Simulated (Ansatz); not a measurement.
# AlH4SSi: the cost of one run

Method: RKS PBE0-D4/def2-TZVP; program: Ansatz 0.2.0.

### 1 The starting structure

SMILES `[SiH2+][AlH][SH]`, 7 atoms, charge 1, spin multiplicity 1.

Atoms are counted from 1 here; the program's logs count them from 0.

Bond lengths: Si1–Al2 2.372 Å, Si1–S3 2.351 Å, Si1–H4 1.497 Å, Si1–H5 1.496 Å, Al2–S3 2.431 Å, Al2–H6 1.574 Å, S3–H7 1.370 Å. Angles: Al2–Si1–S3 62.0°, Al2–Si1–H4 121.4°, Al2–Si1–H5 121.8°, S3–Si1–H4 108.1°, S3–Si1–H5 104.5°, H4–Si1–H5 116.6°, Si1–Al2–S3 58.6°, Si1–Al2–H6 174.0°, S3–Al2–H6 126.8°, Si1–S3–Al2 59.4°, Si1–S3–H7 97.9°, Al2–S3–H7 96.3°.

Coordinates:

```xyz
7

Si   -0.8198    0.3124   -0.7791
Al    0.2964    0.7629    1.2646
S     0.3505   -1.4469    0.2526
H    -0.1725    0.5916   -2.0997
H    -2.2410   -0.1535   -0.8150
H     1.0412    1.2187    2.5745
H     1.5451   -1.2851   -0.3979
```

This geometry comes from a loose relaxation at PBE in a small basis, which is not shown.

### 3 The grid

- bond length Si1–H4: 11 values from 1.270 to 2.068 Å
- bond length Si1–H5: 11 values from 1.211 to 2.215 Å

Nothing else is relaxed (all other coordinates rigid). Energies count from the relaxed molecule at the same level. Points are written as (first, second).

(The set-up runs are not shown.)

### 4 Point (1.509 Å, 1.512 Å)

Contents of input.yaml:

```yaml
crystal:
  periodic: [false, false, false]
  atoms:
    - { symbol: Si, position_ang: [-0.801159, 0.30351, -0.781099] }
    - { symbol: Al, position_ang: [0.302772, 0.74291, 1.248789] }
    - { symbol: S, position_ang: [0.332372, -1.427852, 0.240202] }
    - { symbol: H, position_ang: [-0.165827, 0.562023, -2.125199] }
    - { symbol: H, position_ang: [-2.242903, -0.151823, -0.794938] }
    - { symbol: H, position_ang: [1.033936, 1.18561, 2.551347] }
    - { symbol: H, position_ang: [1.520657, -1.219511, -0.368018] }
total_charge: 1
basis:
  gaussian: { orbitals: def2-TZVP }
hamiltonian:
  xc: pbe0
  dispersion: d4
output:
  forces: true
```

Command:

```
$ ansatz run input.yaml --threads 1 --pin off --max-ram 2560MiB --backend cpu --events-out ev --progress --plain --runs-dir out
```

What time and memory should one allow on 1 thread of Intel Xeon Platinum 8375C at 2.90GHz (Ice Lake), shared host?

About 3.8 s, with a peak of 0.27 GiB.
